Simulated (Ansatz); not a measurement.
hcp Sc was calculated with LDA (plane waves, PAW; Ansatz, a program for electronic structure).

Settings: plane-wave cutoff 520 eV, 18×18×10 k mesh (along the axes of the cell as run), Fermi–Dirac smearing 0.05 eV, scalar-relativistic PAW data made under PBE.

Energies at three volumes about the minimum:

| V (Å³/atom) | E − E_lowest (meV/atom) |
|---|---|
| 22.083 | 1.79 |
| 22.534 | 0.00 |
| 22.984 | 1.68 |

Q: Fit a parabola by hand: where is the minimum, and what is the bulk modulus?

A: Slopes: (0.00 − 1.79)/(22.534 − 22.083) = -3.969 and (1.68 − 0.00)/(22.984 − 22.534) = 3.733 meV/Å³. Curvature E″ = 2 × (3.733 − (-3.969))/(22.984 − 22.083) = 17.097 meV/Å⁶. From the middle of the first interval, the slope vanishes at V0 = 22.3085 − (-3.969)/17.097 = 22.541 Å³/atom. B = V0 E″ = 22.541 × 17.097 meV/Å³ × 0.1602 GPa per meV/Å³ = 61.7 GPa. The full Birch–Murnaghan fit to all volumes gives V0 = 22.535 Å³/atom and B0 = 61.6 GPa.

Shape and atoms are relaxed at each volume.

Measured, for comparison: bulk modulus 55.6 GPa (zero-point energy and finite temperature contributions removed, our sources range from 44.5 to 55.6; as tabulated in doi:10.1021/acs.jctc.3c00612). Computed (rounded) less measured: bulk modulus not scored (sources differ).

Note: the bulk modulus comes from volumes at which shape and atoms were relaxed.
